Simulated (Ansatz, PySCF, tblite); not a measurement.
Bond stretch in CH, doublet.

Levels of theory: UKS-B3LYP/6-31G* = unrestricted B3LYP/6-31G*, spherical d (PySCF); GFN2-xTB, 300 K electronic temperature (tblite); UKS-B3LYP/6-311+G** = unrestricted B3LYP/6-311+G**, spherical d in PySCF 2.14.0; FCI = full CI/cc-pVTZ, frozen core run with Ansatz (a first-principles code).

Energies relative to the lowest point of each curve near equilibrium, in kcal/mol; the last columns give the difference from FCI:

```json
[
 {"R / Å": "0.90", "UKS-B3LYP/6-31G*": "27.5", "GFN2-xTB": "22.8", "UKS-B3LYP/6-311+G**": "25.8", "FCI": "25.3", "UKS-B3LYP/6-31G* − FCI": "2.2", "GFN2-xTB − FCI": "-2.5", "UKS-B3LYP/6-311+G** − FCI": "0.5"},
 {"R / Å": "0.94", "UKS-B3LYP/6-31G*": "17.2", "GFN2-xTB": "13.5", "UKS-B3LYP/6-311+G**": "16.0", "FCI": "15.5", "UKS-B3LYP/6-31G* − FCI": "1.7", "GFN2-xTB − FCI": "-2.0", "UKS-B3LYP/6-311+G** − FCI": "0.5"},
 {"R / Å": "1.02", "UKS-B3LYP/6-31G*": "4.9", "GFN2-xTB": "3.2", "UKS-B3LYP/6-311+G**": "4.4", "FCI": "4.1", "UKS-B3LYP/6-31G* − FCI": "0.8", "GFN2-xTB − FCI": "-0.9", "UKS-B3LYP/6-311+G** − FCI": "0.3"},
 {"R / Å": "1.04", "UKS-B3LYP/6-31G*": "3.2", "GFN2-xTB": "1.8", "UKS-B3LYP/6-311+G**": "2.8", "FCI": "2.5", "UKS-B3LYP/6-31G* − FCI": "0.7", "GFN2-xTB − FCI": "-0.7", "UKS-B3LYP/6-311+G** − FCI": "0.2"},
 {"R / Å": "1.09", "UKS-B3LYP/6-31G*": "0.6", "GFN2-xTB": "0.1", "UKS-B3LYP/6-311+G**": "0.4", "FCI": "0.3", "UKS-B3LYP/6-31G* − FCI": "0.3", "GFN2-xTB − FCI": "-0.2", "UKS-B3LYP/6-311+G** − FCI": "0.1"},
 {"R / Å": "1.13", "UKS-B3LYP/6-31G*": "0.0", "GFN2-xTB": "0.0", "UKS-B3LYP/6-311+G**": "0.0", "FCI": "0.0", "UKS-B3LYP/6-31G* − FCI": "0.0", "GFN2-xTB − FCI": "0.0", "UKS-B3LYP/6-311+G** − FCI": "0.0"},
 {"R / Å": "1.16", "UKS-B3LYP/6-31G*": "0.2", "GFN2-xTB": "0.5", "UKS-B3LYP/6-311+G**": "0.3", "FCI": "0.4", "UKS-B3LYP/6-31G* − FCI": "-0.2", "GFN2-xTB − FCI": "0.1", "UKS-B3LYP/6-311+G** − FCI": "-0.1"},
 {"R / Å": "1.20", "UKS-B3LYP/6-31G*": "1.2", "GFN2-xTB": "1.8", "UKS-B3LYP/6-311+G**": "1.5", "FCI": "1.6", "UKS-B3LYP/6-31G* − FCI": "-0.4", "GFN2-xTB − FCI": "0.2", "UKS-B3LYP/6-311+G** − FCI": "-0.1"},
 {"R / Å": "1.23", "UKS-B3LYP/6-31G*": "2.4", "GFN2-xTB": "3.2", "UKS-B3LYP/6-311+G**": "2.8", "FCI": "3.0", "UKS-B3LYP/6-31G* − FCI": "-0.5", "GFN2-xTB − FCI": "0.2", "UKS-B3LYP/6-311+G** − FCI": "-0.2"},
 {"R / Å": "1.30", "UKS-B3LYP/6-31G*": "6.3", "GFN2-xTB": "7.2", "UKS-B3LYP/6-311+G**": "6.9", "FCI": "7.1", "UKS-B3LYP/6-31G* − FCI": "-0.8", "GFN2-xTB − FCI": "0.1", "UKS-B3LYP/6-311+G** − FCI": "-0.2"},
 {"R / Å": "1.37", "UKS-B3LYP/6-31G*": "11.3", "GFN2-xTB": "12.2", "UKS-B3LYP/6-311+G**": "12.0", "FCI": "12.3", "UKS-B3LYP/6-31G* − FCI": "-1.0", "GFN2-xTB − FCI": "0.0", "UKS-B3LYP/6-311+G** − FCI": "-0.2"},
 {"R / Å": "1.54", "UKS-B3LYP/6-31G*": "25.4", "GFN2-xTB": "26.3", "UKS-B3LYP/6-311+G**": "26.6", "FCI": "26.3", "UKS-B3LYP/6-31G* − FCI": "-0.9", "GFN2-xTB − FCI": "0.0", "UKS-B3LYP/6-311+G** − FCI": "0.2"},
 {"R / Å": "1.71", "UKS-B3LYP/6-31G*": "39.9", "GFN2-xTB": "41.1", "UKS-B3LYP/6-311+G**": "41.5", "FCI": "40.1", "UKS-B3LYP/6-31G* − FCI": "-0.1", "GFN2-xTB − FCI": "1.1", "UKS-B3LYP/6-311+G** − FCI": "1.4"},
 {"R / Å": "1.86", "UKS-B3LYP/6-31G*": "51.8", "GFN2-xTB": "53.8", "UKS-B3LYP/6-311+G**": "53.6", "FCI": "50.7", "UKS-B3LYP/6-31G* − FCI": "1.1", "GFN2-xTB − FCI": "3.1", "UKS-B3LYP/6-311+G** − FCI": "2.9"},
 {"R / Å": "1.99", "UKS-B3LYP/6-31G*": "60.3", "GFN2-xTB": "63.9", "UKS-B3LYP/6-311+G**": "62.2", "FCI": "58.4", "UKS-B3LYP/6-31G* − FCI": "1.9", "GFN2-xTB − FCI": "5.5", "UKS-B3LYP/6-311+G** − FCI": "3.8"},
 {"R / Å": "2.23", "UKS-B3LYP/6-31G*": "70.7", "GFN2-xTB": "80.1", "UKS-B3LYP/6-311+G**": "72.5", "FCI": "68.9", "UKS-B3LYP/6-31G* − FCI": "1.8", "GFN2-xTB − FCI": "11.2", "UKS-B3LYP/6-311+G** − FCI": "3.6"},
 {"R / Å": "2.49", "UKS-B3LYP/6-31G*": "76.7", "GFN2-xTB": "93.6", "UKS-B3LYP/6-311+G**": "78.3", "FCI": "75.5", "UKS-B3LYP/6-31G* − FCI": "1.2", "GFN2-xTB − FCI": "18.1", "UKS-B3LYP/6-311+G** − FCI": "2.8"},
 {"R / Å": "2.80", "UKS-B3LYP/6-31G*": "80.2", "GFN2-xTB": "104.8", "UKS-B3LYP/6-311+G**": "81.6", "FCI": "79.1", "UKS-B3LYP/6-31G* − FCI": "1.1", "GFN2-xTB − FCI": "25.7", "UKS-B3LYP/6-311+G** − FCI": "2.5"},
 {"R / Å": "3.09", "UKS-B3LYP/6-31G*": "81.8", "GFN2-xTB": "—", "UKS-B3LYP/6-311+G**": "83.0", "FCI": "80.5", "UKS-B3LYP/6-31G* − FCI": "1.2", "GFN2-xTB − FCI": "—", "UKS-B3LYP/6-311+G** − FCI": "2.5"},
 {"R / Å": "3.42", "UKS-B3LYP/6-31G*": "82.6", "GFN2-xTB": "—", "UKS-B3LYP/6-311+G**": "83.8", "FCI": "81.2", "UKS-B3LYP/6-31G* − FCI": "1.4", "GFN2-xTB − FCI": "—", "UKS-B3LYP/6-311+G** − FCI": "2.6"},
 {"R / Å": "3.93", "UKS-B3LYP/6-31G*": "83.1", "GFN2-xTB": "—", "UKS-B3LYP/6-311+G**": "84.2", "FCI": "81.5", "UKS-B3LYP/6-31G* − FCI": "1.6", "GFN2-xTB − FCI": "—", "UKS-B3LYP/6-311+G** − FCI": "2.7"},
 {"R / Å": "4.59", "UKS-B3LYP/6-31G*": "83.3", "GFN2-xTB": "—", "UKS-B3LYP/6-311+G**": "84.4", "FCI": "81.6", "UKS-B3LYP/6-31G* − FCI": "1.7", "GFN2-xTB − FCI": "—", "UKS-B3LYP/6-311+G** − FCI": "2.8"}
]
```

UKS-B3LYP/6-31G* is furthest from FCI at 0.90 (2.2 kcal/mol, above); its mean absolute difference over the points is 1.0 kcal/mol.

GFN2-xTB is furthest from FCI at 2.80 (25.7 kcal/mol, above); its mean absolute difference over the points is 4.0 kcal/mol.

UKS-B3LYP/6-311+G** is furthest from FCI at 1.99 (3.8 kcal/mol, above); its mean absolute difference over the points is 1.4 kcal/mol.

A dash means that the run gave no value there, or that the column was ended at a point which the program doubted or which failed a test of continuity chosen for this set; such a test can also cut sound points.

The unrestricted determinant behind UKS-B3LYP/6-31G* is spin-contaminated at 0.90 to 0.94, 1.99 to 4.59 Å (<S²> up to 1.8, against 0.75 for a pure doublet). The unrestricted determinant behind UKS-B3LYP/6-311+G** is spin-contaminated at 1.99 to 4.59 Å (<S²> up to 1.8, against 0.75 for a pure doublet).
